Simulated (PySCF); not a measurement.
Species: ozone, O₃.
Structure used (PBE0-D3(BJ)/def2-SVP), in Å, numbered top down from 1:
```xyz
3
O3 angstrom
O     -1.0464   -0.2436   -0.0040
O     -0.0050    0.4182   -0.0234
O      1.0743   -0.1797    0.0022
```

Method: core-valence-separated Tamm–Dancoff BHandHLYP/aug-pcX-1 in PySCF, non-relativistic, gas phase, PBE0-D3(BJ)/def2-SVP geometry. The energies are unshifted.

The lowest roots of each edge with f over 0.003 (five at most, numbered afresh; weaker and dark ones are left out), with transition dipoles (au) in the frame of the coordinates:

```tsv
root	edge	E (eV)	μx	μy	μz
1	O	527.58	-0.0004	0.0031	0.0872
2	O	531.66	-0.0003	0.0025	0.0707
3	O	534.29	-0.0956	-0.0089	-0.0001
4	O	534.30	0.0132	-0.0485	0.0018
5	O	537.97	0.0219	0.0004	0.0001
```

Problem. What are the oscillator strengths?

Solution. f = (2/3) ΔE |μ|², with ΔE in hartree (27.2114 eV):

| root | ΔE (Eh) | \|μ\|² (au) | f | core hole on |
| --- | --- | --- | --- | --- |
| 1 | 19.3884 | 0.007618 | 0.099 | O1/O3 |
| 2 | 19.5380 | 0.005008 | 0.065 | O2 |
| 3 | 19.6348 | 0.009213 | 0.121 | O1/O3 |
| 4 | 19.6350 | 0.002530 | 0.033 | O1/O3 |
| 5 | 19.7701 | 0.000479 | 0.006 | O1/O3 |

Problem. What is the unit vector of the normal of the molecular plane, and which share of each root's |μ|² lies along it?

Solution. (0.00, -0.04, -1.00), up to sign.

```json
{"root": "1", "core hole on": "O1/O3", "share along it": "1.00", "final orbital under reflection in the plane": "odd"}
{"root": "2", "core hole on": "O2", "share along it": "1.00", "final orbital under reflection in the plane": "odd"}
{"root": "3", "core hole on": "O1/O3", "share along it": "0.00", "final orbital under reflection in the plane": "even"}
{"root": "4", "core hole on": "O1/O3", "share along it": "0.00", "final orbital under reflection in the plane": "even"}
{"root": "5", "core hole on": "O1/O3", "share along it": "0.00", "final orbital under reflection in the plane": "even"}
```

The 1s orbitals of atoms in the plane are even under the reflection, so light polarised along the normal reaches odd orbitals alone (the out-of-plane π set) and light polarised in the plane even ones.

Problem. For fixed molecules, how does the intensity of root 1 change when the electric field is turned 45° away from the normal of the molecular plane?

Solution. Intensity goes as (E·μ)², and μ lies along that direction, so it falls to cos²45° = 0.50 of its maximum; it vanishes at 90°.

Problem. Molecules are fixed in this frame and the field points along (0, 1, 1)/√2. What effective strengths 3 f cos²θ do the roots have (θ between field and μ)?

Solution. root 1 (O1/O3): 0.158, root 2 (O2): 0.105, root 3 (O1/O3): 0.002, root 4 (O1/O3): 0.043, root 5 (O1/O3): 0.000. Root 1 is the strongest. Averaged over all orientations cos²θ is 1/3, which gives f back.

On one thread, Intel Xeon 6975P-C (x86_64), on a shared host, this took 0.91 s wall and 0.34 GiB of memory at its peak.
